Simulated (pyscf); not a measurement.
Thermochemistry of product channels of H₂Al–O–Cu + HCl on the singlet surface, in kJ/mol, from ωB97M-D3(BJ)/def2-TZVP energies (ideal gas, 1 atm, RRHO with modes under 100 cm⁻¹ raised to 100, one conformer, R ln 2 for chiral ones without a mode under 150 cm⁻¹). Optimised with ωB97X-D3(BJ)/def2-SVP in PySCF.

| products | ΔE | ΔH(298 K) | ΔG(600 K) | ΔG(1200 K) |
|---|---|---|---|---|
| Cl–Cu + HO–AlH₂ | -116.1 | -108.8 | -106.4 | -103.0 |
| HO–Cu + H₂Al–Cl | -6.4 | -1.4 | -3.2 | -2.1 |

These are energies of the channels, which say nothing of barriers.
